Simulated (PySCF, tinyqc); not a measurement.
FCI on RHF in the sto-3g basis, frozen core, for LiH, spin multiplicity 1, step by step. The lowest restricted solution is unstable here: a spin-polarised one lies 0.0663 hartree lower (PySCF). One step of it, computed by the program tinyqc.

Task: Iteration 1: building the Fock matrix. J_ij = sum D_kl (ij|kl), K_ij = sum D_kl (ik|jl); F = H + J - 0.5 K; E = tr D H + tr D J / 2 - 0.25 tr D K + E_nn.

D at the start:
```
,1Li 1s,1Li 2s,1Li 2px,1Li 2py,1Li 2pz,2H 1s
1Li 1s,1.976181,0.018387,0.000000,0.000000,-0.110469,-0.115776
1Li 2s,0.018387,0.214665,0.000000,0.000000,0.390884,0.378269
1Li 2px,0.000000,0.000000,0.000000,0.000000,0.000000,0.000000
1Li 2py,0.000000,0.000000,0.000000,0.000000,0.000000,0.000000
1Li 2pz,-0.110469,0.390884,0.000000,0.000000,0.722257,0.699594
2H 1s,-0.115776,0.378269,0.000000,0.000000,0.699594,0.677681
```

core Hamiltonian H = T + V (hartree):
```
,1Li 1s,1Li 2s,1Li 2px,1Li 2py,1Li 2pz,2H 1s
1Li 1s,-4.589138,-1.028719,0.000000,0.000000,-0.004933,-0.012058
1Li 2s,-1.028719,-1.286263,0.000000,0.000000,-0.057565,-0.182778
1Li 2px,0.000000,0.000000,-1.046362,0.000000,0.000000,0.000000
1Li 2py,0.000000,0.000000,0.000000,-1.046362,0.000000,0.000000
1Li 2pz,-0.004933,-0.057565,0.000000,0.000000,-1.084075,-0.274553
2H 1s,-0.012058,-0.182778,0.000000,0.000000,-0.274553,-1.015710
```

Two-electron integrals (ij|kl) in chemists' order, unique and non-zero (hartree):
```
i,j,k,l,(ij|kl)
1,1,1,1,1.680395
2,1,1,1,0.265420
2,1,2,1,0.049941
2,2,1,1,0.397727
2,2,2,1,0.092860
2,2,2,2,0.290562
3,1,3,1,0.008981
3,2,3,1,0.013788
3,2,3,2,0.064184
3,3,1,1,0.396640
3,3,2,1,0.092880
3,3,2,2,0.290497
3,3,3,3,0.312946
4,1,4,1,0.008981
4,2,4,1,0.013788
4,2,4,2,0.064184
4,3,4,3,0.016869
4,4,1,1,0.396640
4,4,2,1,0.092880
4,4,2,2,0.290497
4,4,3,3,0.279207
4,4,4,4,0.312946
5,1,5,1,0.008981
5,2,5,1,0.013788
5,2,5,2,0.064184
5,3,5,3,0.016869
5,4,5,4,0.016869
5,5,1,1,0.396640
5,5,2,1,0.092880
5,5,2,2,0.290497
5,5,3,3,0.279207
5,5,4,4,0.279207
5,5,5,5,0.312946
6,1,1,1,0.002620
6,1,2,1,0.000512
6,1,2,2,0.001027
6,1,3,3,0.001008
6,1,4,4,0.001008
6,1,5,1,0.000085
6,1,5,2,0.000176
6,1,5,5,0.001066
6,1,6,1,0.000006
6,2,1,1,0.031977
6,2,2,1,0.007680
6,2,2,2,0.029479
6,2,3,3,0.027707
6,2,4,4,0.027707
6,2,5,1,0.001037
6,2,5,2,0.009259
6,2,5,5,0.032987
6,2,6,1,0.000104
6,2,6,2,0.008186
6,3,3,1,0.000256
6,3,3,2,0.001794
6,3,5,3,0.000957
6,3,6,3,0.000273
6,4,4,1,0.000256
6,4,4,2,0.001794
6,4,5,4,0.000957
6,4,6,4,0.000273
6,5,1,1,0.048155
6,5,2,1,0.011586
6,5,2,2,0.044929
6,5,3,3,0.042038
6,5,4,4,0.042038
6,5,5,1,0.001605
6,5,5,2,0.014496
6,5,5,5,0.050655
6,5,6,1,0.000159
6,5,6,2,0.012967
6,5,6,5,0.020571
6,6,1,1,0.183042
6,6,2,1,0.044137
6,6,2,2,0.180651
6,6,3,3,0.168729
6,6,4,4,0.168729
6,6,5,1,0.004932
6,6,5,2,0.056152
6,6,5,5,0.204151
6,6,6,1,0.000586
6,6,6,2,0.070038
6,6,6,5,0.112260
6,6,6,6,0.774606
```

nuclear repulsion = 0.54912889 hartree

Give: Coulomb J; exchange K; Fock matrix F; total energy of this density.

Result:

Coulomb J (hartree):
```
,1Li 1s,1Li 2s,1Li 2px,1Li 2py,1Li 2pz,2H 1s
1Li 1s,3.9174,0.6652,0.0000,0.0000,0.0151,0.0070
1Li 2s,0.6652,1.2689,0.0000,0.0000,0.1124,0.1724
1Li 2px,0.0000,0.0000,1.2452,0.0000,0.0000,0.0000
1Li 2py,0.0000,0.0000,0.0000,1.2452,0.0000,0.0000
1Li 2pz,0.0151,0.1124,0.0000,0.0000,1.3096,0.2674
2H 1s,0.0070,0.1724,0.0000,0.0000,0.2674,1.3272
```

exchange K (hartree):
```
,1Li 1s,1Li 2s,1Li 2px,1Li 2py,1Li 2pz,2H 1s
1Li 1s,3.3476,0.5631,0.0000,0.0000,-0.0023,0.0077
1Li 2s,0.5631,0.2499,0.0000,0.0000,0.1879,0.2000
1Li 2px,0.0000,0.0000,0.0470,0.0000,0.0000,0.0000
1Li 2py,0.0000,0.0000,0.0000,0.0470,0.0000,0.0000
1Li 2pz,-0.0023,0.1879,0.0000,0.0000,0.3535,0.3159
2H 1s,0.0077,0.2000,0.0000,0.0000,0.3159,0.7616
```

Fock matrix F (hartree):
```
,1Li 1s,1Li 2s,1Li 2px,1Li 2py,1Li 2pz,2H 1s
1Li 1s,-2.3456,-0.6451,0.0000,0.0000,0.0114,-0.0089
1Li 2s,-0.6451,-0.1423,0.0000,0.0000,-0.0391,-0.1104
1Li 2px,0.0000,0.0000,0.1753,0.0000,0.0000,0.0000
1Li 2py,0.0000,0.0000,0.0000,0.1753,0.0000,0.0000
1Li 2pz,0.0114,-0.0391,0.0000,0.0000,0.0488,-0.1651
2H 1s,-0.0089,-0.1104,0.0000,0.0000,-0.1651,-0.0693
```

total energy of this density = -7.683105 hartree
